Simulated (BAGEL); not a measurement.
# HF/STO-3G (density fitting with qzvpp-jkfit) run of [SiP2H7]+ (SMILES P[SiH2][PH3+])

Aim: the vertical ionisation energy of [SiP2H7]+ at HF/STO-3G (density fitting with qzvpp-jkfit), from 2 runs. 

Program for the calculation: BAGEL 1.2.2.

2 further runs of the same task are left out: 2 set aside as unsound or not needed. Runs told in other sessions of the task aren't counted.

### Step 1. The system as given

[SiP2H7]+ has 10 atoms, charge +1, and is taken as a singlet. SMILES: `P[SiH2][PH3+]`. Geometry: relaxed at GFN2-xTB. This is one conformer, not always the lowest.

Bond lengths: P1–Si2 2.228 Å, Si2–P3 2.393 Å, P1–H4 1.398 Å, P1–H5 1.392 Å, Si2–H6 1.464 Å, Si2–H7 1.468 Å, P3–H8 1.378 Å, P3–H9 1.377 Å, P3–H10 1.378 Å. Some angles: P1–Si2–P3 100.6°, P1–Si2–H6 114.3°, P1–Si2–H7 129.4°, P3–Si2–H6 96.7°, P3–Si2–H7 96.8°, Si2–P1–H4 96.2°, Si2–P1–H5 95.8°, Si2–P3–H8 118.6°, Si2–P3–H9 118.0°, Si2–P3–H10 119.4°.

### Step 2. The energy at HF/STO-3G (density fitting with qzvpp-jkfit)

input.json

```json
{ "bagel" : [

{
  "title" : "molecule",
  "basis" : "sto-3g",
  "df_basis" : "qzvpp-jkfit",
  "angstrom" : true,
  "geometry" : [
    { "atom" : "P", "xyz" : [   -1.985420,    0.603520,   -0.454420 ] },
    { "atom" : "Si", "xyz" : [    0.224600,    0.889190,   -0.444670 ] },
    { "atom" : "P", "xyz" : [    0.901040,   -0.966280,    0.906020 ] },
    { "atom" : "H", "xyz" : [   -2.007660,   -0.363920,   -1.463970 ] },
    { "atom" : "H", "xyz" : [   -2.260090,    1.655730,   -1.323960 ] },
    { "atom" : "H", "xyz" : [    0.692220,    1.939120,    0.461530 ] },
    { "atom" : "H", "xyz" : [    1.196460,    0.681670,   -1.525520 ] },
    { "atom" : "H", "xyz" : [    0.571700,   -2.238580,    0.490310 ] },
    { "atom" : "H", "xyz" : [    0.426320,   -1.034360,    2.196750 ] },
    { "atom" : "H", "xyz" : [    2.240830,   -1.166100,    1.157930 ] }
  ]
},
{ "title" : "hf", "charge" : 1 },
{ "title" : "print", "file" : "orbitals.molden", "orbitals" : true }

]}
```

The run is started by

```sh
BAGEL_NUM_THREADS=1 BAGEL input.json > input.out
```

Standard output:

```text
* using 1 threads per process

  ===============================================================
  ===============================================================

  *** Geometry ***

  { "atom" : "P", "xyz" : [     -3.751900,      1.140488,     -0.858729 ] },
  { "atom" : "Si", "xyz" : [      0.424432,      1.680326,     -0.840305 ] },
  { "atom" : "P", "xyz" : [      1.702719,     -1.826005,      1.712130 ] },
  { "atom" : "H", "xyz" : [     -3.793928,     -0.687709,     -2.766502 ] },
  { "atom" : "H", "xyz" : [     -4.270951,      3.128876,     -2.501922 ] },
  { "atom" : "H", "xyz" : [      1.308106,      3.664406,      0.872165 ] },
  { "atom" : "H", "xyz" : [      2.260982,      1.288170,     -2.882815 ] },
  { "atom" : "H", "xyz" : [      1.080356,     -4.230303,      0.926552 ] },
  { "atom" : "H", "xyz" : [      0.805628,     -1.954657,      4.151256 ] },
  { "atom" : "H", "xyz" : [      4.234555,     -2.203610,      2.188171 ] },

  Number of auxiliary basis functions:      510

  Since a DF basis is specified, we compute 2- and 3-index integrals:
    o Being stored without compression. Storage requirement is 0.005 GB

  Number of basis functions:       34
  Number of electrons      :       51

    * METHOD: MOLECULE                             0.13

  *** RHF ***

  === Nuclear Repulsion ===
   203.7964674400

      * DIIS with orbital gradients will be used.

  === RHF iteration (sto-3g) ===
      0       -963.33016071          0.00747511           0.01
      1       -963.36305283          0.00157247           0.01
      2       -963.36441115          0.00042972           0.01
      3       -963.36457055          0.00005417           0.01
      4       -963.36457288          0.00001132           0.01
      5       -963.36457299          0.00000165           0.01
      6       -963.36457300          0.00000023           0.01
      7       -963.36457300          0.00000003           0.01
      8       -963.36457300          0.00000001           0.01
    * SCF iteration converged.

    * Permanent dipole moment:
           (   -1.085210,     0.619608,    -0.215399) a.u.

    * METHOD: HF                                   0.17

    * METHOD: PRINT                                0.00

  ===============================================================
```

Run time: 0.44 s. Hardware: 1 thread of AMD EPYC 9B45 (Zen 5), shared host.

### Step 3. Doublet [SiP2H7]2+, same level

job.json

```json
{ "bagel": [

{
  "title": "molecule",
  "basis": "sto-3g",
  "df_basis": "qzvpp-jkfit",
  "angstrom": true,
  "geometry": [
    { "atom": "P", "xyz": [      -1.985420,       0.603520,      -0.454420 ] },
    { "atom": "Si", "xyz": [       0.224600,       0.889190,      -0.444670 ] },
    { "atom": "P", "xyz": [       0.901040,      -0.966280,       0.906020 ] },
    { "atom": "H", "xyz": [      -2.007660,      -0.363920,      -1.463970 ] },
    { "atom": "H", "xyz": [      -2.260090,       1.655730,      -1.323960 ] },
    { "atom": "H", "xyz": [       0.692220,       1.939120,       0.461530 ] },
    { "atom": "H", "xyz": [       1.196460,       0.681670,      -1.525520 ] },
    { "atom": "H", "xyz": [       0.571700,      -2.238580,       0.490310 ] },
    { "atom": "H", "xyz": [       0.426320,      -1.034360,       2.196750 ] },
    { "atom": "H", "xyz": [       2.240830,      -1.166100,       1.157930 ] }
  ]
},

{
  "title": "uhf",
  "charge": 2,
  "nopen": 1
},

{
  "title": "print",
  "file": "orbitals.molden",
  "orbitals": true
}

]}
```

The run is started by

```sh
BAGEL_NUM_THREADS=1 BAGEL job.json > job.out
```

Standard output:

```text
* using 1 threads per process

  ===============================================================
  ===============================================================

  *** Geometry ***

  { "atom" : "P", "xyz" : [     -3.751900,      1.140488,     -0.858729 ] },
  { "atom" : "Si", "xyz" : [      0.424432,      1.680326,     -0.840305 ] },
  { "atom" : "P", "xyz" : [      1.702719,     -1.826005,      1.712130 ] },
  { "atom" : "H", "xyz" : [     -3.793928,     -0.687709,     -2.766502 ] },
  { "atom" : "H", "xyz" : [     -4.270951,      3.128876,     -2.501922 ] },
  { "atom" : "H", "xyz" : [      1.308106,      3.664406,      0.872165 ] },
  { "atom" : "H", "xyz" : [      2.260982,      1.288170,     -2.882815 ] },
  { "atom" : "H", "xyz" : [      1.080356,     -4.230303,      0.926552 ] },
  { "atom" : "H", "xyz" : [      0.805628,     -1.954657,      4.151256 ] },
  { "atom" : "H", "xyz" : [      4.234555,     -2.203610,      2.188171 ] },

  Number of auxiliary basis functions:      510

  Since a DF basis is specified, we compute 2- and 3-index integrals:
    o Being stored without compression. Storage requirement is 0.005 GB

  Number of basis functions:       34
  Number of electrons      :       51

    * METHOD: MOLECULE                             0.11

  *** Open-shell HF ***

  === Nuclear Repulsion ===
   203.7964674400

      * DIIS with orbital gradients will be used.

  === UHF iteration (sto-3g) ===
      0       -962.87148867          0.02129637           0.03
      1       -962.93648169          0.00383202           0.03
      2       -962.93976084          0.00157882           0.03
      3       -962.94081241          0.00073859           0.03
      4       -962.94124354          0.00033507           0.03
      5       -962.94141108          0.00008369           0.02
      6       -962.94142604          0.00001574           0.02
      7       -962.94142722          0.00000488           0.02
      8       -962.94142744          0.00000275           0.02
      9       -962.94142753          0.00000096           0.03
     10       -962.94142754          0.00000056           0.03
     11       -962.94142754          0.00000033           0.03
     12       -962.94142754          0.00000012           0.02
     13       -962.94142754          0.00000003           0.02
     14       -962.94142754          0.00000001           0.02
    * SCF iteration converged.

    * S^2 (UHF) is 0.7551

    * Permanent dipole moment:
           (    0.894029,    -0.046034,     0.349962) a.u.

    * METHOD: UHF                                  0.43

    * METHOD: PRINT                                0.00

  ===============================================================
```

It took 0.68 s on 1 thread of AMD EPYC 9B45 (Zen 5), shared host.

### Step 4. What came out

Level: HF/STO-3G (density fitting with qzvpp-jkfit).

```
                                            quantity          value
                     singlet [SiP2H7]+: total energy  -963.36457 Eh
                      singlet [SiP2H7]+: HOMO energy      -12.72 eV
                      singlet [SiP2H7]+: LUMO energy        2.22 eV
                    singlet [SiP2H7]+: HOMO–LUMO gap       14.94 eV
                    doublet [SiP2H7]2+: total energy  -962.94143 Eh
                            doublet [SiP2H7]2+: ⟨S²⟩          0.755
vertical ionisation energy (to the doublet dication)      11.514 eV
```

Removing an electron at fixed nuclei costs 11.51 eV (1111 kJ/mol). The negative HOMO energy of the first species, 12.72 eV, lies 1.21 eV above that difference. In a minimal basis such a difference can be off by several eV, whatever the method.
